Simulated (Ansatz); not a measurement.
Input (CCSDT(Q)/aug-cc-pVDZ; Ansatz, a first-principles code):

Ansatz 0.2 input:
```yaml
crystal:
  periodic: [false, false, false]
  atoms:
    - {symbol: C, position_ang: [-0.71993907, -0.04380357, -0.00540404]}
    - {symbol: C, position_ang: [0.71993907, 0.04380357, 0.00540404]}
    - {symbol: H, position_ang: [-1.33153966, 0.49433659, 0.71319632]}
    - {symbol: H, position_ang: [-1.25097276, -0.65146555, -0.73258128]}
    - {symbol: H, position_ang: [1.33086456, -0.64327154, 0.58396641]}
    - {symbol: H, position_ang: [1.25164786, 0.80040050, -0.56458145]}
basis:
  gaussian:
    orbitals: aug-cc-pVDZ
magnetization: {spin_polarized: true, initial_magnetization: 2}
correlation: {method: ccsdt_q, electrons: outside_noble_gas}
```

Output:

```
Functional definition: HF
integrals: 0.17 GiB planned
1292 factors; integrals over basis functions are off by at most 1.8e-7 eV
mean field: 0.21 GiB planned
mean field evaluation 1: about -2119.7310 eV, gradient 1.7e1 eV
mean field evaluation 2: about -2119.7311 eV, gradient 1.7e1 eV
mean field evaluation 4: about -2121.7470 eV, gradient 2.0e0 eV
mean field evaluation 8: about -2121.8088 eV, gradient 1.0e-4 eV
mean field evaluation 16: about -2121.8079 eV, gradient 2.1e-1 eV
mean field -2121.80877890 eV, -77.9750344110 hartree, gradient 1.9e-6 eV, S^2 2.013567; 0 other end points of the search recorded, 0 dependent functions left out
2 core orbitals not correlated
reference -2121.80877890 eV, -77.9750344110 hartree; 7, 5 occupied and 73, 75 virtual orbitals, 1292 factors
second order -6.66961544 eV of doubles, -0.00000000 eV of singles
coupled cluster: 2.84 GiB planned
cycle   1  -7.38320013 eV  change   -7.1e-1 eV  update   6.8e-2
cycle   2  -7.79509270 eV  change   -4.1e-1 eV  update   2.7e-2
cycle   3  -7.90140665 eV  change   -1.1e-1 eV  update   1.4e-2
cycle   4  -7.88399586 eV  change    1.7e-2 eV  update   5.8e-3
cycle   5  -7.88828796 eV  change   -4.3e-3 eV  update   2.5e-3
cycle   6  -7.88951538 eV  change   -1.2e-3 eV  update   9.0e-4
cycle   7  -7.88927936 eV  change    2.4e-4 eV  update   3.5e-4
cycle   8  -7.88952142 eV  change   -2.4e-4 eV  update   1.5e-4
cycle   9  -7.88956348 eV  change   -4.2e-5 eV  update   5.6e-5
cycle  10  -7.88948217 eV  change    8.1e-5 eV  update   2.5e-5
cycle  11  -7.88948747 eV  change   -5.3e-6 eV  update   1.2e-5
cycle  12  -7.88949465 eV  change   -7.2e-6 eV  update   4.8e-6
cycle  13  -7.88950226 eV  change   -7.6e-6 eV  update   2.3e-6
cycle  14  -7.88950450 eV  change   -2.2e-6 eV  update   8.5e-7
cycle  15  -7.88950417 eV  change    3.3e-7 eV  update   3.9e-7
perturbative correction -0.00892926 eV, -0.0003281444 hartree
Total energy: -2129.70721233 eV, -78.2652964858 hartree
```

This triplet is an excited state, 3.0 eV above the singlet at CCSD(T)/cc-pV5Z (Ansatz).
